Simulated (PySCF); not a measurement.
**Basis-set dependence of excited states**

Compound: PH2OH, H3OP.
Structure used (PBE0-D3(BJ)/def2-SVP), in Å, numbered top down from 1:
```
atom  x, y, z in Å
O1     0.955   -0.188    0.399
P2    -0.394    0.135   -0.530
H3     1.725   -0.185   -0.178
H4    -1.006    1.130    0.299
H5    -1.262   -0.886   -0.024
```

TDDFT with PBE0 (PySCF), vertical singlets, core orbitals frozen in the response, spherical d and f functions. Geometry: PBE0-D3(BJ)/def2-SVP, one conformer, isolated molecule.

Question: How do the low singlets change with the basis? Take 6-31G*, def2-SVP, def2-SVPD and def2-TZVP.

Answer: 

| basis | functions | diffuse | S1 (eV) | S2 (eV) | S3 (eV) | S4 (eV) | S5 (eV) | LUMO (eV) | α (au) |
| --- | --- | --- | --- | --- | --- | --- | --- | --- | --- |
| 6-31G* | 38 | no | 6.02 | 6.87 | 7.67 | 8.82 | 9.14 | 0.14 | 23.6 |
| def2-SVP | 47 | no | 6.23 | 7.07 | 7.67 | 8.15 | 8.71 | 0.36 | 24.5 |
| def2-SVPD | 71 | yes | 5.63 | 6.84 | 7.07 | 7.36 | 7.69 | -0.39 | 32.8 |
| def2-TZVP | 86 | no | 5.64 | 6.80 | 7.31 | 7.50 | 7.96 | -0.28 | 29.0 |

States are compared by their number. Against the only diffuse basis here (def2-SVPD, itself not a converged limit), sets without diffuse functions differ by up to 0.60 eV in S1 and 1.46 eV in S5. State by state, the largest deviation of a set without diffuse functions is S1 0.60, S2 0.23, S3 0.60, S4 1.45, S5 1.46 eV. The same number needn't mean the same state in each row. Against def2-SVPD the polarisability deviates by -28% in 6-31G*, -25% in def2-SVP, -12% in def2-TZVP.
